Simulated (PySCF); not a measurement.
Molecule: `ClCCl`, CH₂Cl₂.

Molfile (atoms numbered from 1):
```
CH2Cl2
     RDKit          3D

  5  4  0  0  0  0  0  0  0  0999 V2000
   -1.4741    0.7887    0.0220 Cl  0  0  0  0  0  0  0  0  0  0  0  0
    0.0178   -0.1602   -0.0024 C   0  0  0  0  0  0  0  0  0  0  0  0
    1.4742    0.8265   -0.1664 Cl  0  0  0  0  0  0  0  0  0  0  0  0
    0.0844   -0.7173    0.9390 H   0  0  0  0  0  0  0  0  0  0  0  0
   -0.0282   -0.8478   -0.8547 H   0  0  0  0  0  0  0  0  0  0  0  0
  1  2  1  0
  2  3  1  0
  2  4  1  0
  2  5  1  0
M  END
```

Geometry PBE0-D3(BJ)/def2-SVP throughout; GIAO in PySCF 2.14.0 with density-fitted response routines, gas phase, one conformer, non-relativistic; equivalent atoms averaged; basis pcSseg-2.

Q: How do the shifts δ (against HCl, TMS at the same level) depend on the functional? (ppm; last column core-seconds on shared hosts with different chips, so compare them loosely)

A: 
```tsv
functional	kind	Cl1/Cl3	C2	H4/H5	core-s
HF	Hartree–Fock	138.7	56.6	4.94	2.7
LDA	LDA	237.3	73.0	5.66	5.3
PBE	GGA	219.9	72.2	5.62	6.8
BLYP	GGA	229.2	73.7	5.65	6.5
BP86	GGA	218.0	72.4	5.60	6.9
OPBE	GGA	196.8	70.8	5.61	6.8
KT2	GGA	215.5	70.6	5.69	6.8
KT3	GGA	207.0	71.0	5.67	6.9
B97-D	GGA	211.6	72.8	5.64	6.8
B3LYP	global hybrid	207.8	69.7	5.43	5.2
PBE0	global hybrid	193.8	67.5	5.36	5.2
mPW1PW91	global hybrid	192.6	67.9	5.35	5.2
WP04	global hybrid	199.6	75.1	5.31	8.8
B97-2	global hybrid	190.4	68.3	5.39	8.8
BHandHLYP	global hybrid	181.3	64.5	5.21	8.6
CAM-B3LYP	range-separated hybrid	199.5	65.8	5.25	12
wB97X-D	range-separated hybrid	187.6	66.0	5.20	5.7
LC-wPBE	range-separated hybrid	175.8	61.5	4.97	14
```

Q: Which nucleus moves most, in ppm?

A: Cl1/Cl3 (chlorine bonded to C): from 138.7 ppm with HF to 237.3 ppm with LDA. The smallest spread is 0.75 ppm, at H4/H5. Proton shifts span only some 12 ppm, so a few tenths of a ppm matter as much there as several ppm in carbon.
